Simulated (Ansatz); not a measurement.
Species: ethanol, C2H6O, charge 0, multiplicity 1. SMILES: CCO
Geometry from a B3LYP-D3(BJ)/def2-TZVP (Ansatz, a program for electronic structure) optimisation:
```xyz
9

C      1.1718    -0.4079     0.0081
C      0.0038     0.5538    -0.0092
O     -1.1993    -0.2136     0.0022
H     -1.9515     0.3866    -0.0087
H      0.0464     1.2144     0.8659
H      0.0484     1.1848    -0.9058
H      2.1164     0.1393     0.0001
H      1.1395    -1.0312     0.9029
H      1.1415    -1.0607    -0.8654
```

Parts of the frozen-core correlation energy in aug-cc-pVDZ (Ansatz, hartree). Frozen orbitals: 3; correlated occupied orbitals by spin: 10 and 10; virtual: 110 and 110. Spin-orbit coupling is left out. No relativistic terms.

```tsv
term	value
reference (HF)	-154.10585
MP2 opposite-spin	___
MP2 same-spin	___
CCSD correlation	-0.54356
(T)	___
T1 diagnostic	0.011
largest doubles amplitude	0.017
```

**Question.** Fill in the missing entries.

**Answer.** 
- MP2 opposite-spin, value: -0.38691
- MP2 same-spin, value: -0.12064
- (T), value: -0.01599
